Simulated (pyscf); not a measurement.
H₃Si–NH–SiH₃ (SMILES [SiH3]N[SiH3]) + NH₃ (SMILES N) → H₂N–SiH₃ (SMILES N[SiH3]) + H₂N–SiH₃ (SMILES N[SiH3]) (four-centre exchange; singlet surface; N–Si, H–N broken, N–Si, H–N formed). PySCF, gas phase, ωB97X-D3(BJ)/def2-SVP geometries. Rate constants from transition-state theory, ωB97M-D3(BJ)/def2-TZVP energies (ideal gas, 1 atm, RRHO with modes under 100 cm⁻¹ raised to 100, one conformer, R ln 2 for chiral ones without a mode under 150 cm⁻¹; no tunnelling), k in cm³ molecule⁻¹ s⁻¹.

```json
[
 {"T (K)": "298", "1000/T": "3.354", "log10 k": "-38.67"},
 {"T (K)": "600", "1000/T": "1.667", "log10 k": "-26.11"},
 {"T (K)": "900", "1000/T": "1.111", "log10 k": "?"},
 {"T (K)": "1200", "1000/T": "0.833", "log10 k": "-19.47"}
]
```

Task: Fit an Arrhenius line to the three values, give the activation energy, and predict k at 900 K.

Result: Least squares gives log10 k = -13.27 − 7.59 × 1000/T, so Ea = 7.59 × ln 10 × 1.987 = 34.7 kcal/mol, against an electronic barrier of 34.0. At 900 K the line gives -21.70; the computed value is -21.76 (ΔG‡ = 66.4 kcal/mol), close to the line. On the reactant side the descent ends in a complex (not fully relaxed), 6.0 kcal/mol under the separated species and 39.7 kcal/mol under the saddle at ωB97X-D3(BJ)/def2-TZVP. On the product side the descent ends in a complex (not fully relaxed), 4.4 kcal/mol under the separated species and 34.3 kcal/mol under the saddle at ωB97X-D3(BJ)/def2-TZVP. One saddle was located; it need not be the lowest between these sides.
